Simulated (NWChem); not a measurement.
Program: NWChem. System: isobutane (C4H10), charge 0, spin multiplicity 1, at a geometry optimised with PBE/def2-SVP. Level: RHF/def2-TZVP.

The NWChem input:

```
start mol
memory heap 200 mb stack 900 mb global 1100 mb
geometry units angstroms nocenter noautoz
  C      0.252535    -0.692978     1.266925
  C     -0.361014    -0.080981     0.000000
  C      0.252535    -0.692978    -1.266925
  C     -0.227752     1.448187     0.000000
  H      0.126782    -1.795234     1.290242
  H      1.342345    -0.480880     1.321239
  H     -0.212640    -0.280850     2.186202
  H     -1.448663    -0.324916     0.000000
  H      0.126782    -1.795234    -1.290242
  H      1.342345    -0.480880    -1.321239
  H     -0.212640    -0.280850    -2.186202
  H     -0.701772     1.899501    -0.896060
  H     -0.701772     1.899501     0.896060
  H      0.841415     1.752340     0.000000
  symmetry group Cs
end
basis spherical
  * library def2-tzvp
end
scf
  rhf
  nopen 0
  maxiter 100
  thresh 1e-7
  semidirect memsize 60000000 filesize 0
end
task scf energy
```

Part of the output:

```
             Northwest Computational Chemistry Package (NWChem) 7.3.0
             --------------------------------------------------------

                                NWChem Input Module
                                -------------------

 Scaling coordinates for geometry "geometry" by  1.889725989
 (inverse scale =  0.529177249)

 Turning off AUTOSYM since
 SYMMETRY directive was detected!

                             Geometry "geometry" -> ""
                             -------------------------

 Output coordinates in angstroms (scale by  1.889725989 to convert to a.u.)

  No.       Tag          Charge          X              Y              Z
 ---- ---------------- ---------- -------------- -------------- --------------
    1 C                    6.0000     0.25253500    -0.69297800     1.26692500
    2 C                    6.0000    -0.36101400    -0.08098100     0.00000000
    3 C                    6.0000     0.25253500    -0.69297800    -1.26692500
    4 C                    6.0000    -0.22775200     1.44818700     0.00000000
    5 H                    1.0000     0.12678200    -1.79523400     1.29024200
    6 H                    1.0000     1.34234500    -0.48088000     1.32123900
    7 H                    1.0000    -0.21264000    -0.28085000     2.18620200
    8 H                    1.0000    -1.44866300    -0.32491600     0.00000000
    9 H                    1.0000     0.12678200    -1.79523400    -1.29024200
   10 H                    1.0000     1.34234500    -0.48088000    -1.32123900
   11 H                    1.0000    -0.21264000    -0.28085000    -2.18620200
   12 H                    1.0000    -0.70177200     1.89950100    -0.89606000
   13 H                    1.0000    -0.70177200     1.89950100     0.89606000
   14 H                    1.0000     0.84141500     1.75234000     0.00000000

 Effective nuclear repulsion energy (a.u.)     133.5080356405

            Nuclear Dipole moment (a.u.)
            ----------------------------
        X                 Y               Z
 ---------------- ---------------- ----------------
     0.0000113384    -0.0000037795    -0.0000000000

      Symmetry information
      --------------------

 Group name             Cs
 Group number              2
 Group order               2
 No. of unique centers     9

      Symmetry unique atoms

     1    2    4    5    6    7    8   12   14


 Summary of "ao basis" -> "" (spherical)
 ------------------------------------------------------------------------------
       Tag                 Description            Shells   Functions and Types
 ---------------- ------------------------------  ------  ---------------------
 *                         def2-tzvp                  on all atoms

 Summary of "ao basis" -> "ao basis" (spherical)
 ------------------------------------------------------------------------------
       Tag                 Description            Shells   Functions and Types
 ---------------- ------------------------------  ------  ---------------------
 C                         def2-tzvp                11       31   5s3p2d1f
 H                         def2-tzvp                 4        6   3s1p

                                 NWChem SCF Module
                                 -----------------

  ao basis        = "ao basis"
  functions       =   184
  atoms           =    14
  closed shells   =    17
  open shells     =     0
  charge          =   0.00
  wavefunction    = RHF
  use symmetry    = T
  symmetry adapt  = T

 Summary of "ao basis" -> "ao basis" (spherical)
 ------------------------------------------------------------------------------
       Tag                 Description            Shells   Functions and Types
 ---------------- ------------------------------  ------  ---------------------
 C                         def2-tzvp                11       31   5s3p2d1f
 H                         def2-tzvp                 4        6   3s1p

      Symmetry analysis of basis
      --------------------------

        a'        107
        a"         77

 Forming initial guess at       0.1s

      Superposition of Atomic Density Guess
      -------------------------------------

 Sum of atomic energies:        -155.68340482

      Non-variational initial energy
      ------------------------------

 Total energy =    -158.530541
 1-e energy   =    -470.642507
 2-e energy   =     178.603930
 HOMO         =      -0.386418
 LUMO         =       0.062511

      Symmetry analysis of molecular orbitals - initial
      -------------------------------------------------

  Numbering of irreducible representations:

     1 a'          2 a"

  Orbital symmetries:

     1 a'          2 a'          3 a"          4 a'          5 a'
     6 a"          7 a'          8 a'          9 a'         10 a"
    11 a'         12 a"         13 a'         14 a"         15 a"
    16 a'         17 a'         18 a'         19 a'         20 a"
    21 a'         22 a'         23 a'         24 a"         25 a'
    26 a"         27 a'

 Starting SCF solution at       2.4s

 ----------------------------------------------
         Quadratically convergent ROHF

 Convergence threshold     :          1.000E-07
 Maximum no. of iterations :          100
 Final Fock-matrix accuracy:          1.000E-09
 ----------------------------------------------

              iter       energy          gnorm     gmax       time
             ----- ------------------- --------- --------- --------
                 1     -157.3030513061  7.47D-01  1.78D-01      3.7
                 2     -157.3484894408  2.15D-01  3.55D-02      5.3
                 3     -157.3530195973  1.06D-02  1.94D-03      9.0
                 4     -157.3530316415  3.13D-05  5.85D-06     15.1
                 5     -157.3530316416  1.93D-09  3.22D-10     24.9

       Final RHF  results
       ------------------

         Total SCF energy =   -157.353031641589
      One-electron energy =   -475.156246890986
      Two-electron energy =    184.295179608915
 Nuclear repulsion energy =    133.508035640481

        Time for solution =     22.5s

       Symmetry analysis of molecular orbitals - final
       -----------------------------------------------

  Numbering of irreducible representations:

     1 a'          2 a"

  Orbital symmetries:

     1 a'          2 a"          3 a'          4 a'          5 a'
     6 a"          7 a'          8 a'          9 a'         10 a"
    11 a'         12 a"         13 a'         14 a"         15 a"
    16 a'         17 a'         18 a'         19 a'         20 a"
    21 a'         22 a'         23 a"         24 a'         25 a'
    26 a'         27 a"

             Final eigenvalues
             -----------------

              1
    1  -11.2281
    2  -11.2147
    3  -11.2147
    4  -11.2146
    5   -1.0749
    6   -0.9202
    7   -0.9202
    8   -0.7606
    9   -0.6252
   10   -0.5850
   11   -0.5850
   12   -0.5278
   13   -0.5278
   14   -0.5054
   15   -0.4623
   16   -0.4623
   17   -0.4544
   18    0.1322
   19    0.1806
   20    0.1862
   21    0.1862
   22    0.2078
   23    0.2133
   24    0.2133
   25    0.2604
   26    0.2668
   27    0.2668

                       ROHF Final Molecular Orbital Analysis
                       -------------------------------------

 Vector   15  Occ=2.000000D+00  E=-4.623184D-01  Symmetry=a"
              MO Center= -1.0D-01, -5.5D-02,  3.3D-12, r^2= 3.1D+00
   Bfn.  Coefficient  Atom+Function         Bfn.  Coefficient  Atom+Function
  ----- ------------  ---------------      ----- ------------  ---------------
    39      0.236911   2 C  pz               42      0.218392   2 C  pz
     8     -0.203882   1 C  pz               70     -0.203882   3 C  pz
    11     -0.175674   1 C  pz               73     -0.175674   3 C  pz

 Vector   16  Occ=2.000000D+00  E=-4.623018D-01  Symmetry=a'
              MO Center= -1.2D-01,  5.8D-03, -1.8D-11, r^2= 3.1D+00
   Bfn.  Coefficient  Atom+Function         Bfn.  Coefficient  Atom+Function
  ----- ------------  ---------------      ----- ------------  ---------------
    38      0.231138   2 C  py              100     -0.229331   4 C  py
    41      0.213071   2 C  py              103     -0.198307   4 C  py

 Vector   17  Occ=2.000000D+00  E=-4.543846D-01  Symmetry=a'
              MO Center= -1.4D-01, -3.1D-02,  8.8D-15, r^2= 3.0D+00
   Bfn.  Coefficient  Atom+Function         Bfn.  Coefficient  Atom+Function
  ----- ------------  ---------------      ----- ------------  ---------------
   144     -0.229131   8 H  s                37      0.225050   2 C  px
    40      0.198613   2 C  px              145     -0.154339   8 H  s

 Vector   18  Occ=0.000000D+00  E= 1.322064D-01  Symmetry=a'
              MO Center= -1.4D-01, -3.2D-02,  1.3D-15, r^2= 9.6D+00
   Bfn.  Coefficient  Atom+Function         Bfn.  Coefficient  Atom+Function
  ----- ------------  ---------------      ----- ------------  ---------------
     5      2.984272   1 C  s                67      2.984272   3 C  s
    98      2.984145   4 C  s               127     -1.153933   5 H  s
   139     -1.153835   7 H  s               151     -1.153933   9 H  s
   163     -1.153835  11 H  s               169     -1.153754  12 H  s
   175     -1.153754  13 H  s               145     -1.105510   8 H  s

 Vector   19  Occ=0.000000D+00  E= 1.805744D-01  Symmetry=a'
              MO Center= -2.9D-01, -6.5D-02, -5.7D-16, r^2= 8.5D+00
   Bfn.  Coefficient  Atom+Function         Bfn.  Coefficient  Atom+Function
  ----- ------------  ---------------      ----- ------------  ---------------
    36      5.710684   2 C  s               145     -3.397266   8 H  s
     5     -2.059828   1 C  s                67     -2.059828   3 C  s
    98     -2.057857   4 C  s                43     -1.459907   2 C  px
   133      1.094272   6 H  s               157      1.094272  10 H  s
   181      1.093587  14 H  s               106      0.372858   4 C  py

 Vector   20  Occ=0.000000D+00  E= 1.861518D-01  Symmetry=a"
              MO Center=  2.3D-01, -5.6D-01, -3.8D-15, r^2= 1.0D+01
   Bfn.  Coefficient  Atom+Function         Bfn.  Coefficient  Atom+Function
  ----- ------------  ---------------      ----- ------------  ---------------
     5      5.429382   1 C  s                67     -5.429382   3 C  s
   133     -1.811946   6 H  s               157      1.811946  10 H  s
   139     -1.696572   7 H  s               163      1.696572  11 H  s
   127     -1.387500   5 H  s               151      1.387500   9 H  s
    45     -1.305792   2 C  pz                4     -0.540238   1 C  s

------------------------------------------------------------
EAF file 0: "./mol.aoints.0" size=524288 bytes
------------------------------------------------------------
               write      read    awrite     aread      wait
               -----      ----    ------     -----      ----
     calls:        1        18         0         0         0
   data(b): 5.24e+05  9.44e+06  0.00e+00  0.00e+00
   time(s): 0.00e+00  0.00e+00  0.00e+00  0.00e+00  0.00e+00
rate(mb/s): 0.00e+00  0.00e+00
------------------------------------------------------------

 center of mass
 --------------
 x =  -0.01621154 y =  -0.00363190 z =   0.00000000

 moments of inertia (a.u.)
 ------------------
         396.439720671027          36.332502123126          -0.000000000000
          36.332502123126         242.611663131916          -0.000000000000
          -0.000000000000          -0.000000000000         234.458999943856

  Mulliken analysis of the total density
  --------------------------------------

    Atom       Charge   Shell Charges
 -----------   ------   -------------------------------------------------------
    1 C    6     6.34   0.85  1.12  0.47  0.67  0.10  1.23  1.39  0.41  0.02  0.06  0.00
    2 C    6     5.93   0.85  1.12  0.46  0.69 -0.10  1.22  1.35  0.18  0.03  0.13  0.01
    3 C    6     6.34   0.85  1.12  0.47  0.67  0.10  1.23  1.39  0.41  0.02  0.06  0.00
    4 C    6     6.34   0.85  1.12  0.47  0.67  0.10  1.23  1.39  0.41  0.02  0.06  0.00
    5 H    1     0.90   0.26  0.50  0.11  0.02
    6 H    1     0.91   0.26  0.50  0.13  0.02
    7 H    1     0.90   0.26  0.50  0.11  0.02
    8 H    1     0.95   0.27  0.52  0.14  0.02
    9 H    1     0.90   0.26  0.50  0.11  0.02
   10 H    1     0.91   0.26  0.50  0.13  0.02
   11 H    1     0.90   0.26  0.50  0.11  0.02
   12 H    1     0.90   0.26  0.50  0.11  0.02
   13 H    1     0.90   0.26  0.50  0.11  0.02
   14 H    1     0.91   0.26  0.50  0.13  0.02

       Multipole analysis of the density wrt the origin
       ------------------------------------------------

     L   x y z        total         open         nuclear
     -   - - -        -----         ----         -------
     0   0 0 0     -0.000000      0.000000     34.000000

     1   1 0 0     -0.049625      0.000000      0.000011
     1   0 1 0     -0.011149      0.000000     -0.000004
     1   0 0 1     -0.000000      0.000000     -0.000000

     2   2 0 0    -21.294763      0.000000     33.483835
     2   1 1 0      0.110950      0.000000    -22.323589
     2   1 0 1     -0.000000      0.000000      0.000000
     2   0 2 0    -21.764597      0.000000    128.000843
     2   0 1 1      0.000000      0.000000      0.000000
     2   0 0 2    -21.788892      0.000000    133.010671

 Task  times  cpu:       24.9s     wall:       24.9s

 Total times  cpu:       25.0s     wall:       25.0s
```
